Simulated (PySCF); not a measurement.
C6H7 (doublet state).
Bonds: C1–C2 (double), C2–C3, C3–C4, C4–C5 (double), C5–C6, C1–C6. Hydrogens: H7 on C2; H8, H9 on C3; H10 on C4; H11 on C5; H12, H13 on C6.

Method used: PBE0-D3(BJ)/def2-SVP geometry optimisation, gas phase (PySCF 2.14.0).

(1) What internal coordinates does the optimisation give?

## Answers

(1) 
| bond | length (Å) | order |
| --- | --- | --- |
| C1=C2 | 1.318 | double |
| C2–C3 | 1.511 | single |
| C3–C4 | 1.499 | single |
| C4=C5 | 1.337 | double |
| C5–C6 | 1.511 | single |
| C1–C6 | 1.473 | single |
| C2–H7 | 1.096 | single |
| C3–H8, C3–H9 | 1.107 | single |
| C4–H10 | 1.095 | single |
| C5–H11 | 1.096 | single |
| C6–H12, C6–H13 | 1.106 | single |

Bonds in one row agree within 0.01 Å and their mean is given. Orders are formal, as drawn. A selection of angles:
| angle | degrees |
| --- | --- |
| C2–C1–C6 | 130.1 |
| C1–C2–C3 | 119.8 |
| C1–C2–H7 | 122.0 |
| C3–C2–H7 | 118.1 |
| C2–C3–C4 | 112.5 |
| C2–C3–H8 | 109.9 |
| C4–C3–H8 | 109.8 |
| H8–C3–H9 | 104.6 |
| C3–C4–C5 | 124.6 |
| C3–C4–H10 | 116.6 |
| C5–C4–H10 | 118.8 |
| C4–C5–C6 | 123.6 |
| C4–C5–H11 | 119.6 |
| C6–C5–H11 | 116.7 |
| C5–C6–H12 | 110.1 |
| C1–C6–C5 | 109.3 |
| C1–C6–H12 | 111.1 |
| H12–C6–H13 | 105.1 |

Torsions: C6–C1–C2–C3 0° (synperiplanar); C1–C2–C3–C4 1° (synperiplanar); C2–C3–C4–C5 -1° (synperiplanar); C3–C4–C5–C6 0° (synperiplanar); C4–C5–C6–C1 0° (synperiplanar); C2–C1–C6–C5 0° (synperiplanar).

The 6-membered ring C1–C2–C3–C4–C5–C6 has internal angles of 109.3° to 130.1° (sum 720°, against 720° for a flat polygon); it is planar, 0.00 Å rms from its mean plane, widest ring torsion 1°. The 6 heavy atoms lie in one plane (0.003 Å rms). C5 (carbon bonded to 2 C and H) is planar (angles 123.6°, 119.6° and 116.7°, sum 360.0°, 0.00 Å off the plane of its three neighbours). The 6 C–C bonds span 1.318 Å (C1=C2, drawn double) to 1.511 Å (C2–C3, drawn single), a spread of 0.193 Å. C2 (carbon bonded to 2 C and H) is planar (angles 122.0°, 119.8° and 118.1°, sum 360.0°, 0.00 Å off the plane of its three neighbours). C4 (carbon bonded to 2 C and H) is planar (angles 124.6°, 118.8° and 116.6°, sum 360.0°, 0.00 Å off the plane of its three neighbours).

Point group: Cs (tolerance 0.08 Å). Whether it is a minimum is left open (no frequencies). ⟨S²⟩ = 0.765 (exact for a doublet: 0.75).
